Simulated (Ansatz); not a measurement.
## Rock-salt ZrC

Calculation: PBE (plane waves, PAW; Ansatz, an electronic-structure program).

Run with plane-wave cutoff 520 eV, 16×16×16 k mesh, Fermi–Dirac smearing 0.1 eV, perturbation theory, force constants from a 4×4×4 q mesh, scalar-relativistic PAW data made under PBE.

Cell: relaxed at this level.

```json
{
  "zone-centre TO phonon frequency": "420 cm⁻¹",
  "zero_point_energy": "0.068 eV/atom"
}
```

It cost around 15 core-minutes (rough) of CPU time.
